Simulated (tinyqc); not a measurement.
Worked calculation (part 1 of 2): RHF in the sto-6g basis, for H2O, spin multiplicity 1. Computed by tinyqc, a small Python program that keeps every step (integrals from PySCF). Settings: charge = 0, multiplicity = 1, basis = sto-6g, energy threshold = 1e-09, iteration cap = 79, orthogonalisation = symmetric, start = highest core orbitals, DIIS depth = 6, method = RHF. Command: `OMP_NUM_THREADS=1 python tinyqc.py 29042 29043 out.jsonl` (the two numbers bound the seeds that draw the settings). One thread of a shared host (Intel(R) Xeon(R) Processor @ 2.60GHz), about 0.1 s of CPU time with the checks. Later iterations appear only in the table of the cycle.

## One-electron integrals

Geometry (angstrom):
```
atom        x         y        z
O     0.00000   0.00000  0.00000
H     0.00000   1.05200  0.64000
H     0.00000  -1.03400  0.62800
```

Basis sto-6g: exponents (1/bohr^2) and contraction coefficients of normalised primitives:
```
element  l (shell)    exponent  coefficient
O            s (1)  1355.58423      0.00916
O            s (1)   248.54489      0.04936
O            s (1)    69.53390      0.16854
O            s (1)    23.88677      0.37056
O            s (1)     9.27593      0.41649
O            s (1)     3.82034      0.13033
O            s (2)    52.18776     -0.01325
O            s (2)    10.32932     -0.04699
O            s (2)     3.21034     -0.03379
O            s (2)     1.23514      0.25024
O            s (2)     0.53642      0.59512
O            s (2)     0.24588      0.24071
O            p (3)    52.18776      0.00376
O            p (3)    10.32932      0.03768
O            p (3)     3.21034      0.17390
O            p (3)     1.23514      0.41804
O            p (3)     0.53642      0.42586
O            p (3)     0.24588      0.10171
H            s (1)    35.52322      0.00916
H            s (1)     6.51314      0.04936
H            s (1)     1.82214      0.16854
H            s (1)     0.62596      0.37056
H            s (1)     0.24308      0.41649
H            s (1)     0.10011      0.13033
```

Overlap, kinetic and nuclear-attraction integrals over the contracted functions; the nuclear repulsion is the sum of Za Zb / Rab.

nuclear repulsion = 7.1909753 hartree

overlap S, order 1O 1s, 1O 2s, 1O 2px, 1O 2py, 1O 2pz, 2H 1s, 3H 1s:
```
[[1.00000, 0.23114, 0.00000, 0.00000, 0.00000, 0.02945, 0.03096],
 [0.23114, 1.00000, 0.00000, 0.00000, 0.00000, 0.31697, 0.32802],
 [0.00000, 0.00000, 1.00000, 0.00000, 0.00000, 0.00000, 0.00000],
 [0.00000, 0.00000, 0.00000, 1.00000, 0.00000, 0.24782, -0.25490],
 [0.00000, 0.00000, 0.00000, 0.00000, 1.00000, 0.15077, 0.15481],
 [0.02945, 0.31697, 0.00000, 0.24782, 0.15077, 1.00000, 0.10437],
 [0.03096, 0.32802, 0.00000, -0.25490, 0.15481, 0.10437, 1.00000]]
```

kinetic energy T (hartree), order 1O 1s, 1O 2s, 1O 2px, 1O 2py, 1O 2pz, 2H 1s, 3H 1s:
```
[[29.32720, -0.89602, 0.00000, 0.00000, 0.00000, -0.00654, -0.00653],
 [-0.89602, 0.84262, 0.00000, 0.00000, 0.00000, 0.03279, 0.03786],
 [0.00000, 0.00000, 2.53131, 0.00000, 0.00000, 0.00000, 0.00000],
 [0.00000, 0.00000, 0.00000, 2.53131, 0.00000, 0.10170, -0.10993],
 [0.00000, 0.00000, 0.00000, 0.00000, 2.53131, 0.06187, 0.06677],
 [-0.00654, 0.03279, 0.00000, 0.10170, 0.06187, 0.76852, -0.01207],
 [-0.00653, 0.03786, 0.00000, -0.10993, 0.06677, -0.01207, 0.76852]]
```

nuclear attraction V (hartree), order 1O 1s, 1O 2s, 1O 2px, 1O 2py, 1O 2pz, 2H 1s, 3H 1s:
```
[[-62.12548, -6.35172, 0.00000, 0.00031, -0.01050, -0.92294, -0.97068],
 [-6.35172, -9.86528, 0.00000, 0.00343, -0.12325, -2.31432, -2.40986],
 [0.00000, 0.00000, -9.81893, 0.00000, 0.00000, 0.00000, 0.00000],
 [0.00031, 0.00343, 0.00000, -9.91959, 0.00143, -1.59248, 1.65126],
 [-0.01050, -0.12325, 0.00000, 0.00143, -9.85612, -0.99352, -1.02797],
 [-0.92294, -2.31432, 0.00000, -1.59248, -0.99352, -4.88944, -0.58556],
 [-0.97068, -2.40986, 0.00000, 1.65126, -1.02797, -0.58556, -4.94622]]
```

core Hamiltonian H = T + V (hartree), order 1O 1s, 1O 2s, 1O 2px, 1O 2py, 1O 2pz, 2H 1s, 3H 1s:
```
[[-32.79828, -7.24775, 0.00000, 0.00031, -0.01050, -0.92948, -0.97721],
 [-7.24775, -9.02266, 0.00000, 0.00343, -0.12325, -2.28154, -2.37199],
 [0.00000, 0.00000, -7.28762, 0.00000, 0.00000, 0.00000, 0.00000],
 [0.00031, 0.00343, 0.00000, -7.38828, 0.00143, -1.49078, 1.54133],
 [-0.01050, -0.12325, 0.00000, 0.00143, -7.32482, -0.93165, -0.96120],
 [-0.92948, -2.28154, 0.00000, -1.49078, -0.93165, -4.12092, -0.59762],
 [-0.97721, -2.37199, 0.00000, 1.54133, -0.96120, -0.59762, -4.17769]]
```

## Two-electron integrals

Functions are numbered as in S; the eight-fold symmetry (ij|kl) = (ji|kl) = (kl|ij) leaves the list below.

Two-electron integrals (ij|kl) in chemists' order, unique and non-zero (hartree):
```
(11|11) 4.78749    (21|11) 0.67588    (21|21) 0.12150    (22|11) 1.11738
(22|21) 0.24921    (22|22) 0.81738    (31|31) 0.02576    (32|31) 0.03914
(32|32) 0.18066    (33|11) 1.11738    (33|21) 0.24921    (33|22) 0.81738
(33|33) 0.88066    (41|41) 0.02576    (42|41) 0.03914    (42|42) 0.18066
(43|43) 0.04746    (44|11) 1.11738    (44|21) 0.24921    (44|22) 0.81738
(44|33) 0.78574    (44|44) 0.88066    (51|51) 0.02576    (52|51) 0.03914
(52|52) 0.18066    (53|53) 0.04746    (54|54) 0.04746    (55|11) 1.11738
(55|21) 0.24921    (55|22) 0.81738    (55|33) 0.78574    (55|44) 0.78574
(55|55) 0.88066    (61|11) 0.09151    (61|21) 0.01578    (61|22) 0.03172
(61|33) 0.03165    (61|41) 0.00066    (61|42) 0.00130    (61|44) 0.03180
(61|51) 0.00040    (61|52) 0.00079    (61|54) 0.00009    (61|55) 0.03171
(61|61) 0.00209    (62|11) 0.24634    (62|21) 0.05583    (62|22) 0.20581
(62|33) 0.20226    (62|41) 0.00384    (62|42) 0.02957    (62|44) 0.21004
(62|51) 0.00233    (62|52) 0.01799    (62|54) 0.00473    (62|55) 0.20514
(62|61) 0.00731    (62|62) 0.06762    (63|31) 0.00588    (63|32) 0.03414
(63|43) 0.00596    (63|53) 0.00362    (63|63) 0.00900    (64|11) 0.16185
(64|21) 0.03716    (64|22) 0.14600    (64|33) 0.13968    (64|41) 0.00804
(64|42) 0.05338    (64|44) 0.15674    (64|51) 0.00132    (64|52) 0.01171
(64|54) 0.00675    (64|55) 0.14159    (64|61) 0.00506    (64|62) 0.05827
(64|64) 0.05854    (65|11) 0.09846    (65|21) 0.02261    (65|22) 0.08882
(65|33) 0.08498    (65|41) 0.00132    (65|42) 0.01171    (65|44) 0.08811
(65|51) 0.00668    (65|52) 0.04126    (65|54) 0.00786    (65|55) 0.09338
(65|61) 0.00308    (65|62) 0.03545    (65|64) 0.03014    (65|65) 0.02733
(66|11) 0.42433    (66|21) 0.09793    (66|22) 0.41491    (66|33) 0.39972
(66|41) 0.00777    (66|42) 0.08422    (66|44) 0.43298    (66|51) 0.00473
(66|52) 0.05124    (66|54) 0.02023    (66|55) 0.41203    (66|61) 0.01291
(66|62) 0.18237    (66|64) 0.17873    (66|65) 0.10873    (66|66) 0.77500
(71|11) 0.09623    (71|21) 0.01660    (71|22) 0.03335    (71|33) 0.03328
(71|41) -0.00070   (71|42) -0.00137   (71|44) 0.03343    (71|51) 0.00042
(71|52) 0.00083    (71|54) -0.00009   (71|55) 0.03334    (71|61) 0.00216
(71|62) 0.00738    (71|64) 0.00471    (71|65) 0.00311    (71|66) 0.01292
(71|71) 0.00231    (72|11) 0.25652    (72|21) 0.05812    (72|22) 0.21397
(72|33) 0.21029    (72|41) -0.00400   (72|42) -0.03068   (72|44) 0.21836
(72|51) 0.00243    (72|52) 0.01863    (72|54) -0.00490   (72|55) 0.21327
(72|61) 0.00731    (72|62) 0.05317    (72|64) 0.03245    (72|65) 0.02702
(72|66) 0.11190    (72|71) 0.00800    (72|72) 0.07274    (73|31) 0.00615
(73|32) 0.03562    (73|43) -0.00619   (73|53) 0.00376    (73|63) 0.00675
(73|73) 0.00973    (74|11) -0.16765   (74|21) -0.03849   (74|22) -0.15103
(74|33) -0.14446   (74|41) 0.00840    (74|42) 0.05554    (74|44) -0.16219
(74|51) -0.00137   (74|52) -0.01210   (74|54) 0.00701    (74|55) -0.14643
(74|61) -0.00464   (74|62) -0.03221   (74|64) -0.01357   (74|65) -0.01609
(74|66) -0.06401   (74|71) -0.00551   (74|72) -0.06237   (74|74) 0.06251
(75|11) 0.10182    (75|21) 0.02338    (75|22) 0.09173    (75|33) 0.08774
(75|41) -0.00137   (75|42) -0.01210   (75|44) 0.09098    (75|51) 0.00698
(75|52) 0.04297    (75|54) -0.00816   (75|55) 0.09646    (75|61) 0.00306
(75|62) 0.02689    (75|64) 0.01611    (75|65) 0.02016    (75|66) 0.06101
(75|71) 0.00335    (75|72) 0.03788    (75|74) -0.03205   (75|75) 0.02920
(76|11) 0.05923    (76|21) 0.01355    (76|22) 0.05384    (76|33) 0.05276
(76|41) 4.82e-06   (76|42) 0.00006    (76|44) 0.05396    (76|51) 0.00091
(76|52) 0.00823    (76|54) 1.22e-05   (76|55) 0.05481    (76|61) 0.00175
(76|62) 0.01707    (76|64) 0.01294    (76|65) 0.01009    (76|66) 0.04743
(76|71) 0.00184    (76|72) 0.01764    (76|74) -0.01325   (76|75) 0.01037
(76|76) 0.00544    (77|11) 0.43140    (77|21) 0.09955    (77|22) 0.42110
(77|33) 0.40550    (77|41) -0.00800   (77|42) -0.08619   (77|44) 0.43969
(77|51) 0.00486    (77|52) 0.05234    (77|54) -0.02077   (77|55) 0.41811
(77|61) 0.01249    (77|62) 0.10915    (77|64) 0.06277    (77|65) 0.05986
(77|66) 0.25303    (77|71) 0.01380    (77|72) 0.19049    (77|74) -0.18584
(77|75) 0.11287    (77|76) 0.04743    (77|77) 0.77500
```

## Orthogonalisation

S = U s U^T; symmetric (Loewdin) form X = U s^(-1/2) U^T, so that X^T S X = 1.

eigenvalues of S: [0.50820, 0.58903, 0.90113, 1.00000, 1.08414, 1.30697, 1.61054]

X, order 1O 1s, 1O 2s, 1O 2px, 1O 2py, 1O 2pz, 2H 1s, 3H 1s:
```
[[1.02200, -0.12908, 0.00000, 0.00023, -0.00437, 0.01512, 0.01560],
 [-0.12908, 1.11189, 0.00000, -0.00266, 0.04217, -0.17558, -0.18399],
 [0.00000, 0.00000, 1.00000, 0.00000, 0.00000, 0.00000, 0.00000],
 [0.00023, -0.00266, 0.00000, 1.05797, -0.00110, -0.14744, 0.15263],
 [-0.00437, 0.04217, 0.00000, -0.00110, 1.01954, -0.08200, -0.08522],
 [0.01512, -0.17558, 0.00000, -0.14744, -0.08200, 1.08235, -0.03487],
 [0.01560, -0.18399, 0.00000, 0.15263, -0.08522, -0.03487, 1.08850]]
```

## Starting guess

The start is the highest orbitals of the core Hamiltonian (a deliberately bad start); D = 2 C_occ C_occ^T.

D at the start, order 1O 1s, 1O 2s, 1O 2px, 1O 2py, 1O 2pz, 2H 1s, 3H 1s:
```
[[0.00918, -0.05519, 0.00000, -0.00462, 0.10229, 0.04878, 0.04968],
 [-0.05519, 0.39189, 0.00000, 0.01456, -0.39738, -0.51424, -0.53975],
 [0.00000, 0.00000, 2.00000, 0.00000, 0.00000, 0.00000, 0.00000],
 [-0.00462, 0.01456, 0.00000, 2.32829, 0.00208, -0.64411, 0.66301],
 [0.10229, -0.39738, 0.00000, 0.00208, 1.92905, -0.28137, -0.29293],
 [0.04878, -0.51424, 0.00000, -0.64411, -0.28137, 2.43585, -0.14777],
 [0.04968, -0.53975, 0.00000, 0.66301, -0.29293, -0.14777, 2.46904]]
```

## Iteration 1: building the Fock matrix

J_ij = sum D_kl (ij|kl), K_ij = sum D_kl (ik|jl); F = H + J - 0.5 K; E = tr D H + tr D J / 2 - 0.25 tr D K + E_nn.

Coulomb J (hartree), order 1O 1s, 1O 2s, 1O 2px, 1O 2py, 1O 2pz, 2H 1s, 3H 1s:
```
[[8.42269, 1.88788, 0.00000, 0.00128, -0.01889, 0.24008, 0.25232],
 [1.88788, 6.52385, 0.00000, 0.00531, -0.00194, 1.78278, 1.84910],
 [0.00000, 0.00000, 6.46947, 0.00000, 0.00000, 0.00000, 0.00000],
 [0.00128, 0.00531, 0.00000, 6.59988, -0.00042, 1.33722, -1.37776],
 [-0.01889, -0.00194, 0.00000, -0.00042, 6.50218, 0.81469, 0.83919],
 [0.24008, 1.78278, 0.00000, 1.33722, 0.81469, 4.50140, 0.49947],
 [0.25232, 1.84910, 0.00000, -1.37776, 0.83919, 0.49947, 4.52955]]
```

exchange K (hartree), order 1O 1s, 1O 2s, 1O 2px, 1O 2py, 1O 2pz, 2H 1s, 3H 1s:
```
[[0.17042, 0.23908, 0.00000, 0.00102, -0.02248, 0.03540, 0.03676],
 [0.23908, 1.22173, 0.00000, 0.02106, -0.47344, 0.37454, 0.38239],
 [0.00000, 0.00000, 1.98156, 0.00000, 0.00000, 0.00000, 0.00000],
 [0.00102, 0.02106, 0.00000, 2.06645, 0.00411, 0.45615, -0.46061],
 [-0.02248, -0.47344, 0.00000, 0.00411, 1.88622, 0.16620, 0.16864],
 [0.03540, 0.37454, 0.00000, 0.45615, 0.16620, 1.60939, 0.10630],
 [0.03676, 0.38239, 0.00000, -0.46061, 0.16864, 0.10630, 1.60686]]
```

Fock matrix F (hartree), order 1O 1s, 1O 2s, 1O 2px, 1O 2py, 1O 2pz, 2H 1s, 3H 1s:
```
[[-24.46080, -5.47941, 0.00000, 0.00108, -0.01815, -0.70709, -0.74326],
 [-5.47941, -3.10968, 0.00000, -0.00179, 0.11153, -0.68603, -0.71409],
 [0.00000, 0.00000, -1.80893, 0.00000, 0.00000, 0.00000, 0.00000],
 [0.00108, -0.00179, 0.00000, -1.82162, -0.00104, -0.38164, 0.39387],
 [-0.01815, 0.11153, 0.00000, -0.00104, -1.76574, -0.20007, -0.20633],
 [-0.70709, -0.68603, 0.00000, -0.38164, -0.20007, -0.42421, -0.15131],
 [-0.74326, -0.71409, 0.00000, 0.39387, -0.20633, -0.15131, -0.45157]]
```

total energy of this density = -28.2952018 hartree

## Iteration 1: diagonalisation and new density

Diagonalise F' = X^T F X, C = X C', fill 5 alpha and 5 beta electrons from the bottom; D = 2 C_occ C_occ^T. Each column has its largest component positive (the first on a tie).

F' = X^T F X (hartree):
```
[[-24.19507, -2.43063, 0.00000, 0.00131, -0.03574, -0.11997, -0.12919],
 [-2.43063, -2.21098, 0.00000, -0.00335, 0.13220, -0.21567, -0.22496],
 [0.00000, 0.00000, -1.80893, 0.00000, 0.00000, 0.00000, 0.00000],
 [0.00131, -0.00335, 0.00000, -1.80559, -0.00161, -0.13763, 0.14189],
 [-0.03574, 0.13220, 0.00000, -0.00161, -1.75977, -0.06755, -0.07015],
 [-0.11997, -0.21567, 0.00000, -0.13763, -0.06755, -0.21696, -0.04293],
 [-0.12919, -0.22496, 0.00000, 0.14189, -0.07015, -0.04293, -0.23065]]
```

orbital energies (hartree): [-24.46243, -2.04406, -1.82932, -1.80893, -1.71902, -0.20755, -0.15663]

coefficients C, order 1O 1s, 1O 2s, 1O 2px, 1O 2py, 1O 2pz, 2H 1s, 3H 1s:
```
[[1.00206, -0.21454, 0.00011, 0.00000, -0.09259, 0.05382, 0.00437],
 [-0.00960, 0.97168, -0.00066, 0.00000, 0.42241, -0.44226, -0.03380],
 [0.00000, 0.00000, 0.00000, 1.00000, 0.00000, 0.00000, 0.00000],
 [-0.00002, 0.00659, 1.02501, 0.00000, -0.01700, 0.04042, -0.33428],
 [0.00020, -0.37430, 0.01743, 0.00000, 0.93506, -0.20062, -0.01583],
 [0.00204, -0.03691, -0.05479, 0.00000, -0.04204, 0.67999, 0.87390],
 [0.00210, -0.03716, 0.05448, 0.00000, -0.04413, 0.84673, -0.72626]]
```

D after iteration 1, order 1O 1s, 1O 2s, 1O 2px, 1O 2py, 1O 2pz, 2H 1s, 3H 1s:
```
[[2.11744, -0.51439, 0.00000, 0.00051, -0.01214, 0.02769, 0.02833],
 [-0.51439, 2.24537, 0.00000, -0.00291, 0.06254, -0.10720, -0.10962],
 [0.00000, 0.00000, 2.00000, 0.00000, 0.00000, 0.00000, 0.00000],
 [0.00051, -0.00291, 0.00000, 2.10195, -0.00098, -0.11137, 0.11269],
 [-0.01214, 0.06254, 0.00000, -0.00098, 2.02949, -0.05289, -0.05280],
 [0.02769, -0.10720, 0.00000, -0.11137, -0.05289, 0.01227, 0.00049],
 [0.02833, -0.10962, 0.00000, 0.11269, -0.05280, 0.00049, 0.01260]]
```

## Iteration 2: building the Fock matrix

As before.

Coulomb J (hartree), order 1O 1s, 1O 2s, 1O 2px, 1O 2py, 1O 2pz, 2H 1s, 3H 1s:
```
[[18.61915, 3.35151, 0.00000, -0.00005, 0.00136, 0.43789, 0.46044],
 [3.35151, 8.79408, 0.00000, -0.00002, 0.00086, 2.14215, 2.22783],
 [0.00000, 0.00000, 8.79481, 0.00000, 0.00000, 0.00000, 0.00000],
 [-0.00005, -0.00002, 0.00000, 8.79344, 0.00006, 1.49254, -1.54424],
 [0.00136, 0.00086, 0.00000, 0.00006, 8.79398, 0.90783, 0.93771],
 [0.43789, 2.14215, 0.00000, 1.49254, 0.90783, 4.15929, 0.54939],
 [0.46044, 2.22783, 0.00000, -1.54424, 0.93771, 0.54939, 4.22241]]
```

exchange K (hartree), order 1O 1s, 1O 2s, 1O 2px, 1O 2py, 1O 2pz, 2H 1s, 3H 1s:
```
[[9.87584, 1.58773, 0.00000, -0.00001, 0.00023, 0.22547, 0.23686],
 [1.58773, 2.84373, 0.00000, -0.00025, 0.00742, 0.64453, 0.67179],
 [0.00000, 0.00000, 2.35963, 0.00000, 0.00000, 0.00000, 0.00000],
 [-0.00001, -0.00025, 0.00000, 2.36816, 0.00002, 0.36112, -0.37497],
 [0.00023, 0.00742, 0.00000, 0.00002, 2.36149, 0.22305, 0.23132],
 [0.22547, 0.64453, 0.00000, 0.36112, 0.22305, 0.26734, 0.12376],
 [0.23686, 0.67179, 0.00000, -0.37497, 0.23132, 0.12376, 0.28847]]
```

Fock matrix F (hartree), order 1O 1s, 1O 2s, 1O 2px, 1O 2py, 1O 2pz, 2H 1s, 3H 1s:
```
[[-19.11705, -4.69010, 0.00000, 0.00026, -0.00925, -0.60432, -0.63520],
 [-4.69010, -1.65045, 0.00000, 0.00353, -0.12611, -0.46165, -0.48006],
 [0.00000, 0.00000, 0.32737, 0.00000, 0.00000, 0.00000, 0.00000],
 [0.00026, 0.00353, 0.00000, 0.22107, 0.00148, -0.17880, 0.18457],
 [-0.00925, -0.12611, 0.00000, 0.00148, 0.28842, -0.13535, -0.13914],
 [-0.60432, -0.46165, 0.00000, -0.17880, -0.13535, -0.09529, -0.11012],
 [-0.63520, -0.48006, 0.00000, 0.18457, -0.13914, -0.11012, -0.09952]]
```

total energy of this density = -74.3026881 hartree

## Iteration 2: DIIS over 2 matrices

error matrix X^T (FDS - SDF) X:
```
[[0.00000, 0.03906, 0.00000, -0.00098, 0.01533, -0.17743, -0.18364],
 [-0.03906, 0.00000, 0.00000, -0.00276, 0.03694, 0.34747, 0.35976],
 [0.00000, 0.00000, 0.00000, 0.00000, 0.00000, 0.00000, 0.00000],
 [0.00098, 0.00276, 0.00000, 0.00000, 0.00027, 0.53457, -0.55081],
 [-0.01533, -0.03694, 0.00000, -0.00027, 0.00000, 0.30444, 0.31453],
 [0.17743, -0.34747, 0.00000, -0.53457, -0.30444, 0.00000, -0.00016],
 [0.18364, -0.35976, 0.00000, 0.55081, -0.31453, 0.00016, 0.00000]]
```

B (overlaps of the stored error matrices):
```
[[3.8605151e-01, -3.7062160e-01],
 [-3.7062160e-01, 2.1985384e+00]]
```

Minimise |sum c_i e_i|^2 with sum c_i = 1: solve [B -1; -1 0][c; lambda] = [0; -1] with B_ij = tr e_i^T e_j, and take F = sum c_i F_i.

DIIS coefficients: [0.77249, 0.22751]

extrapolated F (hartree), order 1O 1s, 1O 2s, 1O 2px, 1O 2py, 1O 2pz, 2H 1s, 3H 1s:
```
[[-23.24502, -5.29983, 0.00000, 0.00089, -0.01612, -0.68371, -0.71868],
 [-5.29983, -2.77768, 0.00000, -0.00058, 0.05746, -0.63498, -0.66084],
 [0.00000, 0.00000, -1.32289, 0.00000, 0.00000, 0.00000, 0.00000],
 [0.00089, -0.00058, 0.00000, -1.35688, -0.00047, -0.33549, 0.34625],
 [-0.01612, 0.05746, 0.00000, -0.00047, -1.29839, -0.18534, -0.19104],
 [-0.68371, -0.63498, 0.00000, -0.33549, -0.18534, -0.34938, -0.14193],
 [-0.71868, -0.66084, 0.00000, 0.34625, -0.19104, -0.14193, -0.37148]]
```

## Iteration 2: diagonalisation and new density

As before.

F' = X^T F X (hartree):
```
[[-22.96599, -2.43618, 0.00000, 0.00115, -0.03063, -0.10774, -0.11640],
 [-2.43618, -1.87042, 0.00000, -0.00293, 0.09211, -0.22733, -0.23754],
 [0.00000, 0.00000, -1.32289, 0.00000, 0.00000, 0.00000, 0.00000],
 [0.00115, -0.00293, 0.00000, -1.31212, -0.00150, -0.16460, 0.16998],
 [-0.03063, 0.09211, 0.00000, -0.00150, -1.28270, -0.08684, -0.09023],
 [-0.10774, -0.22733, 0.00000, -0.16460, -0.08684, -0.14434, -0.04234],
 [-0.11640, -0.23754, 0.00000, 0.16998, -0.09023, -0.04234, -0.15235]]
```

orbital energies (hartree): [-23.24534, -1.66972, -1.35689, -1.32289, -1.28776, -0.10702, -0.06118]

coefficients C, order 1O 1s, 1O 2s, 1O 2px, 1O 2py, 1O 2pz, 2H 1s, 3H 1s:
```
[[1.00092, -0.23248, 0.00019, 0.00000, -0.03961, 0.06461, 0.00064],
 [-0.00430, 1.02682, -0.00050, 0.00000, 0.16933, -0.48617, -0.00268],
 [0.00000, 0.00000, 0.00000, 1.00000, 0.00000, 0.00000, 0.00000],
 [-0.00003, 0.00228, 1.00005, 0.00000, -0.00809, 0.01972, -0.40471],
 [0.00042, -0.16144, 0.00906, 0.00000, 0.98413, -0.24613, -0.00202],
 [0.00107, -0.02100, -0.00092, 0.00000, 0.00434, 0.74219, 0.82517],
 [0.00109, -0.02091, -0.00055, 0.00000, 0.00598, 0.79476, -0.78651]]
```

D after iteration 2, order 1O 1s, 1O 2s, 1O 2px, 1O 2py, 1O 2pz, 2H 1s, 3H 1s:
```
[[2.11492, -0.49946, 0.00000, -0.00009, -0.00207, 0.01156, 0.01143],
 [-0.49946, 2.16612, 0.00000, 0.00094, 0.00173, -0.04167, -0.04092],
 [0.00000, 0.00000, 2.00000, 0.00000, 0.00000, 0.00000, 0.00000],
 [-0.00009, 0.00094, 0.00000, 2.00034, 0.00146, -0.00202, -0.00129],
 [-0.00207, 0.00173, 0.00000, 0.00146, 1.98932, 0.01530, 0.01850],
 [0.01156, -0.04167, 0.00000, -0.00202, 0.01530, 0.00092, 0.00093],
 [0.01143, -0.04092, 0.00000, -0.00129, 0.01850, 0.00093, 0.00095]]
```
